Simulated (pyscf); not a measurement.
Structures and frequencies: ωB97X-D3(BJ)/def2-SVP in PySCF.

Problem. HAs=Ga–AsH₂ + hydrogen (H₂) → H₂As–GaH–AsH₂
Surface: singlet. Broken: H–H. Formed: As–H, Ga–H. Give ΔE‡ and ΔE from PBE0-D3(BJ)/def2-TZVP, relative to the separated reactants.

Solution. ΔE‡ = 21.7 kcal/mol, ΔE = -25.2 kcal/mol. ωB97M-D3(BJ)/def2-TZVP gives 26.5 kcal/mol and -26.0 kcal/mol. Zero-point energy shifts the barrier by +2.0 kcal/mol. It is an addition across a multiple bond or ene-type step, with an imaginary mode of 1416i cm⁻¹. At the saddle there is also a short Ga–H contact that neither side keeps. This is the saddle that the search found; another between the same sides may lie lower. Elements up to Kr have no core potential and no relativistic terms here.
